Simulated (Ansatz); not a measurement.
Saddle point of CH8AlN, singlet (CH₅N ([CH3][NH2]) + AlH₃ → CH₆AlN ([CH3][NH][AlH2]) + H₂; bonds formed: H2–H5; dative contacts that become bonds: Al1–N6; bonds broken: Al1–H2, H5–N6), PBE0-D4/def2-TZVP structure:

Al1  (-0.058, -1.190, 0.954)
H2  (1.690, -1.009, 0.451)
H3  (-0.705, -2.270, -0.009)
H4  (-0.051, -1.264, 2.537)
H5  (1.232, -0.151, 0.295)
N6  (-0.005, 0.574, 0.271)
C7  (-0.428, 0.928, -1.072)
H8  (-0.061, 1.353, 0.912)
H9  (0.076, 1.827, -1.436)
H10  (-1.510, 1.090, -1.145)
H11  (-0.180, 0.112, -1.758)
(Å)

Energies are electronic, without zero-point energy. Barriers and step energies count from the start structure reached by relaxing down the imaginary mode; all methods use the PBE0-D4 structures, on which another method's saddle can fall below an end. Computed with Ansatz 0.2.0 (basis: def2-TZVPP, with def2-QZVPP for the basis limit); correlated methods freeze the cores. B3LYP uses VWN-RPA correlation. Extrapolation: Hartree–Fock as exp(−7.88 √X), correlation as X^−2.97.

```csv
method,barrier (kcal/mol),step energy (kcal/mol)
SPW92,?,15.80
PBE-D4,27.82,12.12
BLYP-D4,29.18,9.67
r2SCAN-D4,29.75,13.11
B97M-V,34.09,16.03
PBE0-D4,?,14.42
B3LYP-D4,32.04,11.82
r2SCAN0-D4,32.59,14.59
BHLYP-D4,36.54,14.28
CAM-B3LYP-D4,33.60,13.34
wB97X-V,34.67,14.13
wB97M-V,34.15,13.07
B2PLYP,33.09,11.80
PBE-QIDH,33.92,14.66
RPA on PBE,34.70,12.96
HF,?,15.51
MP2,33.19,11.81
CCSD,36.75,13.97
CCSD(T),35.09,13.41
```

Fill in the withheld barriers. (An estimate is asked for; the value comes from the calculation.)

By the calculation: SPW92 25.09; PBE0-D4 31.52; HF 45.05 kcal/mol. Each is the energy of the saddle less that of the start structure, by the same method.

For comparison, the barrier by CCSD(T) at an estimated basis limit (MP2 extrapolated from triple and quadruple zeta, plus CCSD(T) − MP2 in triple zeta) is 34.16 kcal/mol.

T1 diagnostic: at most 0.011.

The step is the kind of exchange with an N–H group that builds nitride films in atomic layer and chemical vapour deposition.

Labels in which every atom is bracketed show which atoms are joined, not bond orders.

For scale, one of the runs: CCSD(T)/def2-TZVPP, 216 basis functions, launched by `ansatz run in.yaml --threads 2 --pin off --events-out ev --progress --plain --max-ram 4352MiB`. Time: 26 s of wall clock on 2 CPU threads of an Intel Xeon 6975P-C; the host was shared. Peak host memory: 3.3 GiB.
